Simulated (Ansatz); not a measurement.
Geometry optimisation, Ansatz, RKS B3LYP-D4/def2-SVP.

input.yaml

```yaml
crystal:
  periodic: [false, false, false]
  atoms:
    - { symbol: C, position_ang: [-0.3615, 0.7671, -0.4182] }
    - { symbol: C, position_ang: [-0.1303, -0.3319, 0.531] }
    - { symbol: C, position_ang: [0.946, -1.1655, 0.0384] }
    - { symbol: "N", position_ang: [1.9265, -1.8202, -0.3287] }
    - { symbol: H, position_ang: [-0.6833, 0.4279, -1.4387] }
    - { symbol: H, position_ang: [-1.236, 1.4427, -0.0597] }
    - { symbol: H, position_ang: [0.4946, 1.4589, -0.5448] }
    - { symbol: H, position_ang: [-0.9907, -0.9213, 0.6431] }
    - { symbol: H, position_ang: [0.123, 0.096, 1.5606] }
basis:
  gaussian: { orbitals: def2-SVP }
hamiltonian:
  xc: b3lyp
  dispersion: d4
relax:
  f_tol: 0.015
  max_steps: 40
```

Launched with:

```bash
$ ansatz run input.yaml --threads 1 --pin off --max-ram 2048MiB --backend cpu --events-out ev --progress --plain --runs-dir out
```

**Question.** Where does it end, and by what steps?

**Answer.** It converged. After 4 steps the energy has fallen by 0.572 eV; C1 moved furthest, 0.08 Å.

| step | energy less start (eV) | largest force component (eV/Å) | accepted |
| --- | --- | --- | --- |
| 0 | 0.0000 | 6.691 | yes |
| 1 | -0.5399 | 1.039 | yes |
| 2 | -0.5675 | 0.187 | yes |
| 3 | -0.5698 | 0.078 | yes |
| 4 | -0.5716 | 0.010 | yes |

```xyz
9
Properties=species:S:1:pos:R:3
C -0.401 0.829 -0.443
C -0.105 -0.327 0.524
C 1.000 -1.178 0.077
N 1.878 -1.836 -0.296
H -0.680 0.452 -1.438
H -1.233 1.437 -0.058
H 0.477 1.482 -0.560
H -0.996 -0.964 0.652
H 0.147 0.059 1.526
```

Whether the end is a true minimum wasn't checked by a vibrational analysis.

Run time: 13 s on 1 thread of Arm Neoverse V2, on a shared host, peak memory 0.15 GiB.
